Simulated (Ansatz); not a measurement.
The same path of BH₆N (8 atoms, charge 0, multiplicity 1) was run twice with different band settings. Lost on the way: B1–H2, N5–H8. Made: H2–H8.

Method: Ansatz 0.2.0, RKS r2SCAN-D4/def2-SVP.

Relaxed end points:

```xyz
8
Properties=species:S:1:pos:R:3
B 0.039 -0.125 0.161
H 0.252 0.637 1.095
H 0.938 -0.138 -0.669
H -1.074 0.009 -0.330
N 0.040 -1.631 0.823
H -0.141 -2.348 0.118
H 0.940 -1.847 1.257
H -0.678 -1.721 1.544
```

```xyz
8
Properties=species:S:1:pos:R:3
B 0.150 -0.595 -0.858
H -0.436 -0.341 3.449
H 1.154 0.009 -1.155
H -0.906 -0.398 -1.414
N 0.210 -1.546 0.157
H -0.589 -2.093 0.457
H 1.060 -1.772 0.661
H -0.328 -0.427 2.702
```

Common settings: movable images 7; climbing image yes; spring 5.0 eV/Å²; optimiser quadratic models (default); start path through a guess of the saddle point; iteration limit 60; end points relaxed.

| run | force threshold |
| --- | --- |
| 1 | 0.05 eV/Å |
| 2 | 0.5 eV/Å |

(1) What does each run give, and how far can it be trusted?

Answers

(1) Run 1: converged after 16 iterations, highest image 1.582 eV above the first end. A vibrational analysis at the climbing image gives one clearly imaginary mode, 1250i cm⁻¹: a first-order saddle point.
Run 2: converged after 10 iterations, highest image 1.600 eV above the first end. The threshold of 0.5 eV/Å is loose, so the images may lie well off the minimum-energy path. The order of the stationary point at the top wasn't checked.
The orbitals stay closed-shell, which can raise the energy where a bond breaks towards radicals; this wasn't checked here.
